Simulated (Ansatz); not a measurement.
A nudged elastic band was laid between two geometries of H2 + H5NSi (9 atoms, charge 0, multiplicity 1).

All numbers below come from RKS CAM-B3LYP/6-31G* in Ansatz.

* movable images: 9
* climbing image: yes
* spring: 5.0 eV/Å²
* optimiser: quadratic models (default)
* start path: through a guess of the saddle point
* force threshold: 0.2 eV/Å
* iteration limit: 60
* end points: relaxed

Image 0:

```xyz
9
Properties=species:S:1:pos:R:3
Si -0.322 0.602 -0.013
N 0.057 -0.066 1.539
H -0.684 -0.468 2.099
H 0.728 0.406 2.130
H 0.956 0.889 -0.709
H -1.117 1.865 -0.012
H -1.108 -0.407 -0.765
H 1.746 -2.975 2.060
H 1.394 -2.349 1.852
```

Image 10:

```xyz
9
Properties=species:S:1:pos:R:3
Si 0.388 0.093 -0.453
N -0.046 -0.683 2.391
H -0.997 -0.988 2.580
H 0.147 0.092 3.021
H 0.612 0.481 -1.878
H 0.437 1.343 0.340
H -0.942 -0.555 -0.394
H 1.480 -0.840 -0.091
H 0.569 -1.446 2.663
```

(1) What changes between the two ends?

(2) Give the energies along the band, and the barrier.

(3) What is the geometry of the highest image?

Results:

(1) Bonds broken: Si1–N2, H8–H9. Bonds formed: Si1–H8, N2–H9. H2 + H5NSi becomes H3N + H4Si.

(2) It converged. The highest image is number 5 of 0 to 10, 2.17 eV above the first end and 2.12 eV above the last; the last end lies 0.06 eV above the first. The threshold of 0.2 eV/Å is loose, so the images may lie well off the minimum-energy path. Neighbouring images differ by up to 1.6 eV, so the band resolves the path poorly. Another band between the same ends (9 images) ends at a top of the same energy, where a vibrational analysis finds 1 clearly imaginary mode. The orbitals stay closed-shell, which can raise the energy where a bond breaks towards radicals; this wasn't checked here.

| image | path coordinate (Å) | energy (eV) | Si1–N2 (Å) | H8–H9 (Å) | Si1–H8 (Å) |
| --- | --- | --- | --- | --- | --- |
| 0 | 0.00 | 0.00 | 1.73 | 0.75 | 4.62 |
| 1 | 0.74 | 0.00 | 1.73 | 0.75 | 4.27 |
| 2 | 1.49 | 0.01 | 1.73 | 0.75 | 3.81 |
| 3 | 2.23 | 0.07 | 1.73 | 0.75 | 3.15 |
| 4 | 2.97 | 0.58 | 1.76 | 0.77 | 2.47 |
| 5 | 3.72 | 2.17 | 1.89 | 1.17 | 1.95 |
| 6 | 4.49 | 1.23 | 2.14 | 1.82 | 1.56 |
| 7 | 5.27 | 0.63 | 2.57 | 2.14 | 1.49 |
| 8 | 6.04 | 0.18 | 2.88 | 2.47 | 1.48 |
| 9 | 6.82 | 0.06 | 2.94 | 2.90 | 1.48 |
| 10 | 7.59 | 0.06 | 2.98 | 2.96 | 1.48 |

(3) 
```xyz
9
Properties=species:S:1:pos:R:3:forces:R:3
Si 0.057 -0.023 0.113 -0.03 -0.01 -0.01
N 0.156 -0.284 1.984 -0.01 0.04 -0.01
H -0.733 -0.446 2.456 -0.01 -0.01 0.00
H 0.698 0.405 2.506 0.02 0.02 0.01
H 1.302 0.393 -0.564 0.01 0.00 0.01
H -0.712 1.274 0.200 0.00 0.01 0.00
H -0.888 -0.910 -0.594 -0.01 0.00 0.00
H 1.025 -1.666 0.513 0.02 0.01 0.00
H 0.744 -1.244 1.566 0.01 -0.05 -0.01
```

The run took 5.1 min on 1 thread of Arm Neoverse V1 (shared host), peak memory 0.1 GiB.
